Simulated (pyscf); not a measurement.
O=RuH(=O)(=O)–F (SMILES [O]=[RuH](=[O])(=[O])[F]) -> O=Ru(=O)=O (SMILES [O]=[Ru](=[O])=[O]) [singlet] + HF (SMILES F), a 1,1-elimination (singlet surface; F–Ru, H–Ru broken, F–H formed). Structures and frequencies: ωB97X-D3(BJ)/def2-SVP in PySCF. Energies in kJ/mol from the reactant's lowest minimum found.

Small-basis levels: PySCF, no dispersion term, spherical d functions. AM1 to PM7: differences of heats of formation from MOPAC, which are fitted to 298 K values and so differ in kind from electronic energies by zero-point and thermal terms. Cost: rough CPU time at the saddle relative to B3LYP/6-31G*+LANL2DZ, from one job on a shared machine.

```json
[
 {"level": "MP2/6-31G*+LANL2DZ", "barrier": "12.1", "reaction energy": "-189.0", "cost": "0.2"},
 {"level": "BP86/6-31G*+LANL2DZ", "barrier": "20.1", "reaction energy": "-104.7", "cost": "2"},
 {"level": "PBE/6-31G*+LANL2DZ", "barrier": "19.7", "reaction energy": "-94.7", "cost": "2"},
 {"level": "B3LYP/6-31G*+LANL2DZ", "barrier": "19.4", "reaction energy": "-179.8", "cost": "1"},
 {"level": "B3LYP/6-311+G**+LANL2DZ", "barrier": "9.3", "reaction energy": "-237.0", "cost": "1"},
 {"level": "B3LYP/def2-SVP", "barrier": "25.0", "reaction energy": "-146.3", "cost": "1"},
 {"level": "PM7", "barrier": "86.8", "reaction energy": "+72.0", "cost": "under 0.02"},
 {"level": "ωB97M-D3(BJ)/def2-TZVP", "barrier": "22.2", "reaction energy": "-216.0", "cost": "–"}
]
```

Against the last row the barrier runs from -12.9 (B3LYP/6-311+G**+LANL2DZ) to +64.5 kJ/mol (PM7). ωB97M-D3(BJ)/def2-TZVP has limits of its own. O=RuH(=O)(=O)–F lies 333.8 kJ/mol over its isomer O=Ru(=O)(OH)–F [singlet] (electronic energy, ωB97M-D3(BJ)/def2-TZVP). This is the saddle that the search found; another between the same sides may lie lower. In the def2 sets elements past Kr carry core potentials, without spin-orbit coupling.
